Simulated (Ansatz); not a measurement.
System: LiF (charge +1, doublet). SMILES of the parent species: [Li][F]
Geometry from a B3LYP-D3(BJ)/def2-TZVP (Ansatz, a first-principles code) optimisation:
```
Li
F 1 2.0392
```
Charge +1, spin multiplicity 2.

Parts of the frozen-core correlation energy in def2-SVP (Ansatz, hartree). Frozen orbitals: 2; correlated occupied orbitals by spin: 4 and 3; virtual: 17 and 18. UHF or UKS for open shells. Spin-orbit coupling is left out. Non-relativistic.

```
term                            value
-------------------------  ----------
reference (HF)             -106.52787
MP2 opposite-spin            -0.10436
MP2 same-spin                       ?
CCSD correlation                    ?
(T)                                 ?
CCSDT minus CCSD(T)          -0.00012
CCSDT(Q) minus CCSD(T)       -0.00022
T1 diagnostic                   0.006
largest doubles amplitude       0.045
<S^2> of the reference          0.753
```

Task: Some entries are withheld; supply them.

Result: 
- MP2 same-spin, value: -0.03591
- CCSD correlation, value: -0.15171
- (T), value: -0.00109
